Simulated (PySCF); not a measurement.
# C5H7F: the cost of one run

Programs: PySCF 2.14.0, with density-fitted response routines of our own. Each step states its level of theory. These are calculated values for one molecule in the gas phase, unless marked as measured. Atoms count from 0, in the outputs and in this text.

## Step 1: The starting structure

13 atoms, charge 0, multiplicity 1; geometry from: GFN2-xTB. The atoms were then displaced at random by about 0.01 Å, so the start is not that level's minimum.

Bonds of the start (Å): C0–C1 1.46, C1–C2 1.21, C2–C3 1.40, C3–C4 1.54, C3–F5 1.39, C0–H6 1.11, C0–H7 1.07, C0–H8 1.06, C3–H9 1.12, C4–H10 1.08, C4–H11 1.07, C4–H12 1.09.

## Step 2: Geometry optimisation at PBE0-D3(BJ)/def2-SVP

Job settings and geometry (Å):

```
{"job": {"xc": "PBE0", "basis": "def2-SVP", "d3": "d3bj", "grid": 1, "shake": 0.01, "kind": "geom"}, "charge": 0, "multiplicity": 1}
C      2.713230     0.424380     0.173040
C      1.319120    -0.007770     0.070590
C      0.167580    -0.382740     0.017960
C     -1.153440    -0.831580    -0.106190
C     -2.175060     0.320670    -0.047990
F     -1.352040    -1.485800    -1.320970
H      2.731510     1.532850     0.264820
H      3.189930     0.007860     1.032610
H      3.236000     0.164060    -0.708900
H     -1.412840    -1.589980     0.677620
H     -1.958340     1.041510    -0.815550
H     -3.180550    -0.040890    -0.165120
H     -2.119260     0.830530     0.917760
```

The run is started by

```
> OMP_NUM_THREADS=1 python probes_run.py task.json out
```

The driver reads the jobs from task.json and runs them one after another.

Q: Estimate the wall time and peak memory of this first job on 1 thread of Arm Neoverse V2, shared host.

About 34 s, with a peak of 0.5 GiB.
